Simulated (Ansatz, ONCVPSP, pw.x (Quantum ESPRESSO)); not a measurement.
## pw.x on bcc La: one setting changed

Potential: optimised norm-conserving Vanderbilt (ONCV), ONCVPSP 4.0.1.1 (patched build), PBEsol; core [Kr] 4d10, reference 5s2 5p6 5d1 6s2; waves: 5s+6s: rc 2.60 bohr, ncon 3, nbas 7, qcut 6 1/bohr, 2 projectors; 5p: rc 2.50 bohr, ncon 3, nbas 6, qcut 6 1/bohr, 2 projectors, debl 1.9 Ha; 5d: rc 3.40 bohr, ncon 5, nbas 10, qcut 3.9 1/bohr, 2 projectors, debl 0.6 Ha; f scattering state at 0.06 Ha: rc 2.70 bohr, ncon 3, nbas 6, qcut 4 1/bohr, 2 projectors, debl 2.6 Ha; local part: polynomial inside 2.05 bohr (lpopt 2, dvloc0 3 Ha); core correction: Teter function, fcfact 3.5, rcfact 1.6. In the f channel the program set the typed energies aside and used -0.161, 2.439 Ha.

The reference run (k-mesh 11³, cutoffs 50/200 Ry, Fermi–Dirac 0.01 Ry, mixing_beta 0.4, conv_thr 1e-9, no spin) gives 0.43 GPa at 34.935 Å³/atom, where all-electron LAPW gives 0.10 GPa. This run, with its own iteration cap, changes mixing_mode to local-TF.

```
&control
  calculation='scf', prefix='x', pseudo_dir='./', outdir='./tmp', tstress=.true., disk_io='none'
/
&system
  ibrav=0, nat=1, ntyp=1, ecutwfc=50, ecutrho=200, nbnd=13,
  occupations='smearing', smearing='fd', degauss=0.01
/
&electrons
  conv_thr=1e-09, mixing_beta=0.4, electron_maxstep=50, mixing_mode='local-TF'
/
ATOMIC_SPECIES
La 1.0 La.UPF
CELL_PARAMETERS angstrom
  -2.05936622 2.05936622 2.05936622
  2.05936622 -2.05936622 2.05936622
  2.05936622 2.05936622 -2.05936622
ATOMIC_POSITIONS crystal
La 0.0000 0.0000 0.0000
K_POINTS automatic
11 11 11 0 0 0
```

```bash
pw.x < La.scf.in > La.scf.out
```

Question: How does the run end?

Answer: It converges in 8 iterations; the free energy moves by +0.0 meV/atom and the pressure by +0.00 GPa. The result is that of the reference run.

```
Message from routine setup:
     using ibrav=0 with symmetry is DISCOURAGED, use correct ibrav instead
     lattice parameter (alat)  =       6.7405  a.u.
     unit-cell volume          =     235.7531 (a.u.)^3
     number of electrons       =        11.00
     number of Kohn-Sham states=           13
     kinetic-energy cutoff     =      50.0000  Ry
     charge density cutoff     =     200.0000  Ry
     scf convergence threshold =      1.0E-09
     Exchange-correlation= PBESOL
     number of k points=    56  Fermi-Dirac smearing, width (Ry)=  0.0100
     iteration #  1     ecut=    50.00 Ry     beta= 0.40
     c_bands:  3 eigenvalues not converged
     c_bands:  3 eigenvalues not converged
     c_bands:  1 eigenvalues not converged
     c_bands:  1 eigenvalues not converged
     c_bands:  4 eigenvalues not converged
     c_bands:  2 eigenvalues not converged
     [... 4 repeated lines left out ...]
     total energy              =     -70.75281806 Ry
     estimated scf accuracy    <       0.00322897 Ry
     iteration #  2     ecut=    50.00 Ry     beta= 0.40
     total energy              =     -70.75186447 Ry
     estimated scf accuracy    <       0.00156456 Ry
     iteration #  3     ecut=    50.00 Ry     beta= 0.40
     total energy              =     -70.75218729 Ry
     estimated scf accuracy    <       0.00000829 Ry
     iteration #  4     ecut=    50.00 Ry     beta= 0.40
     [... 18 repeated lines left out ...]
     total energy              =     -70.75221367 Ry
     estimated scf accuracy    <       0.00000352 Ry
     iteration #  5     ecut=    50.00 Ry     beta= 0.40
     [... 11 repeated lines left out ...]
     total energy              =     -70.75221453 Ry
     estimated scf accuracy    <       0.00000013 Ry
     iteration #  6     ecut=    50.00 Ry     beta= 0.40
     [... 1 repeated lines left out ...]
     total energy              =     -70.75221458 Ry
     estimated scf accuracy    <          2.8E-09 Ry
     iteration #  7     ecut=    50.00 Ry     beta= 0.40
     [... 1 repeated lines left out ...]
     total energy              =     -70.75221458 Ry
     estimated scf accuracy    <          1.4E-09 Ry
     iteration #  8     ecut=    50.00 Ry     beta= 0.40
     the Fermi energy is    11.7843 ev
!    total energy              =     -70.75221458 Ry
     estimated scf accuracy    <          5.1E-12 Ry
     smearing contrib. (-TS)   =      -0.01040625 Ry
     The total energy is F=E-TS. E is the sum of the following terms:
     one-electron contribution =      -3.83575683 Ry
     hartree contribution      =       7.00867192 Ry
     xc contribution           =     -17.33864526 Ry
     ewald contribution        =     -56.57607815 Ry
     convergence has been achieved in   8 iterations
          total   stress  (Ry/bohr**3)                   (kbar)     P=        4.32
     Message from routine punch:
     Nothing written, as per user request (disk_io='none')
```

The run took about 26 s on one core of a shared host (Neoverse-N1, 64 threads, 124 GiB, load 56).
